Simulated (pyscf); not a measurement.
PH₂• + H₂O → PH [triplet] + H₂O + H•, a concerted fragmentation (doublet surface; H–P, H–O broken, H–O formed). PySCF, gas phase, ωB97X-D3(BJ)/def2-SVP geometries. Energies in kcal/mol from the separated reactants.

Small-basis levels: PySCF, no dispersion term, spherical d functions. AM1 to PM7: differences of heats of formation from MOPAC, which are fitted to 298 K values and so differ in kind from electronic energies by zero-point and thermal terms. GFN2-xTB: tblite. Open shells are spin-unrestricted. 

```json
[
 {"level": "HF/STO-3G", "barrier": "113.5", "reaction energy": "+75.4"},
 {"level": "HF/3-21G", "barrier": "80.9", "reaction energy": "+44.1"},
 {"level": "HF/6-31G*", "barrier": "(withheld)", "reaction energy": "+54.0"},
 {"level": "MP2/6-31G*", "barrier": "97.3", "reaction energy": "+64.9"},
 {"level": "B3LYP/STO-3G", "barrier": "101.8", "reaction energy": "+106.1"},
 {"level": "GFN2-xTB", "barrier": "70.7", "reaction energy": "+61.6"},
 {"level": "AM1", "barrier": "90.9", "reaction energy": "+72.7"},
 {"level": "PM3", "barrier": "81.6", "reaction energy": "+75.7"},
 {"level": "PM6", "barrier": "78.6", "reaction energy": "+74.5"},
 {"level": "ωB97M-D3(BJ)/def2-TZVP", "barrier": "(withheld)", "reaction energy": "+81.7"}
]
```

Question: Some entries are withheld; supply them.

Answer: 
- HF/6-31G*, barrier: 94.3
- ωB97M-D3(BJ)/def2-TZVP, barrier: 97.8

Against the last row the barrier runs from -27.1 (GFN2-xTB) to +15.7 kcal/mol (HF/STO-3G). At B3LYP/STO-3G this geometry lies under one side, so the entry may be no barrier of that level: it is a single point on another level's saddle. ωB97M-D3(BJ)/def2-TZVP has limits of its own. The same reactants have a lower exit, to HO–PH₂ + H• (barrier +44.4 kcal/mol at ωB97M-D3(BJ)/def2-TZVP, against +97.8 kcal/mol here). This is the saddle that the search found; another between the same sides may lie lower. An unrestricted DFT solution here is markedly spin-contaminated.
